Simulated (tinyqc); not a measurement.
Worked calculation: UHF in the sto-6g basis, for NH, spin multiplicity 3. One step of it, computed by the program tinyqc.

Problem. Orthogonalisation. S = U s U^T; symmetric (Loewdin) form X = U s^(-1/2) U^T, so that X^T S X = 1.

overlap S, order 1N 1s, 1N 2s, 1N 2px, 1N 2py, 1N 2pz, 2H 1s:
```
[[1.000000, 0.229416, 0.000000, 0.000000, 0.000000, 0.022811],
 [0.229416, 1.000000, 0.000000, 0.000000, 0.000000, 0.273154],
 [0.000000, 0.000000, 1.000000, 0.000000, 0.000000, 0.000000],
 [0.000000, 0.000000, 0.000000, 1.000000, 0.000000, 0.000000],
 [0.000000, 0.000000, 0.000000, 0.000000, 1.000000, 0.279826],
 [0.022811, 0.273154, 0.000000, 0.000000, 0.279826, 1.000000]]
```

Give: eigenvalues of S; X.

Solution.

eigenvalues of S: [0.581, 0.841, 1.000, 1.000, 1.141, 1.437]

X, order 1N 1s, 1N 2s, 1N 2px, 1N 2py, 1N 2pz, 2H 1s:
```
[[1.021, -0.122, 0.000, 0.000, -0.004, 0.015],
 [-0.122, 1.054, 0.000, 0.000, 0.033, -0.155],
 [0.000, 0.000, 1.000, 0.000, 0.000, 0.000],
 [0.000, 0.000, 0.000, 1.000, 0.000, 0.000],
 [-0.004, 0.033, 0.000, 0.000, 1.033, -0.155],
 [0.015, -0.155, 0.000, 0.000, -0.155, 1.065]]
```
